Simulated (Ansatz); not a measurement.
`F/C=C(\F)Cl` + H₂ → `F/C=C/Cl` + H–F at 500 K and 1 bar (hydrogenolysis of a C–F bond).

Computed with Ansatz on PBE0-D4/def2-TZVP structures; ΔE is electronic, products minus reactants. CCSD(T)/CBS is the MP2 limit (def2-TZVPP, def2-QZVPP) plus CCSD(T) − MP2 in def2-TZVPP, frozen cores. This one scheme is used for every species. Double bonds are as drawn, so ΔE can hold a change between cis and trans.

```json
{"species": "`F/C=C(\\F)Cl`", "CCSD(T)/CBS energy (Eh)": "-736.00915", "H − E (kJ/mol)": "105.5", "S (J/(mol·K))": "345.4"}
{"species": "H₂", "CCSD(T)/CBS energy (Eh)": "-1.17544", "H − E (kJ/mol)": "41.0", "S (J/(mol·K))": "145.5"}
{"species": "`F/C=C/Cl`", "CCSD(T)/CBS energy (Eh)": "-636.83467", "H − E (kJ/mol)": "121.5", "S (J/(mol·K))": "321.6"}
{"species": "H–F", "CCSD(T)/CBS energy (Eh)": "-100.39570", "H − E (kJ/mol)": "39.4", "S (J/(mol·K))": "188.7"}
```

H − E and S are ideal-gas, rigid-rotor, harmonic terms from PBE0-D4/def2-TZVP. The MP2-based limit puts H₂ 0.8 mEh under its directly extrapolated value; such offsets cancel only in part. 1 Eh = 2625.50 kJ/mol, R = 8.31446 J/(mol·K).

By hand: ΔE, ΔH, ΔS and ΔG.

ΔE = (-636.83467) + (-100.39570) − (-736.00915) − (-1.17544) = -0.04578 Eh = -120.2 kJ/mol. Δ(H − E) = 121.5 + 39.4 − 105.5 − 41.0 = 14.4, so ΔH = -105.8 kJ/mol. ΔS = 321.6 + 188.7 − 345.4 − 145.5 = 19.4 J/(mol·K). ΔG = -105.8 − 500 × (19.4)/1000 = -115.5 kJ/mol.

By hand: the equilibrium constant, and the temperature at which ΔG would vanish if ΔH and ΔS stayed fixed.

log₁₀ K = −ΔG/(RT ln 10) = 12.1. ΔH and −TΔS have one sign here, so there is no such temperature.

ΔH outweighs TΔS. A doubt of 5 kJ/mol in ΔE shifts log₁₀ K by 0.5 here. These are equilibria of isolated gas molecules and say nothing of rates. Largest T1 diagnostic: 0.012 (customary marks: 0.02 for closed shells, 0.045 for open ones).
